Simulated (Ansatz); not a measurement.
Ansatz (an electronic-structure program) input:

Ansatz 0.2 input:
```yaml
crystal:
  periodic: [false, false, false]
  atoms:
    - {symbol: F, position_ang: [-0.02421935, 0.03768519, -0.80946249]}
    - {symbol: Cl, position_ang: [0.03418784, -0.00129287, 0.78905620]}
basis:
  gaussian:
    orbitals: def2-TZVP
hamiltonian:
  xc: b3lyp
  dispersion: d3bj
total_charge: 1
magnetization: {spin_polarized: true, initial_magnetization: 1}
relax: {f_tol: 0.002, max_steps: 150}
```

Question: Which total energy does the run end on?

Answer: -559.57169 Eh (B3LYP-D3(BJ)/def2-TZVP). The basis has 68 functions.
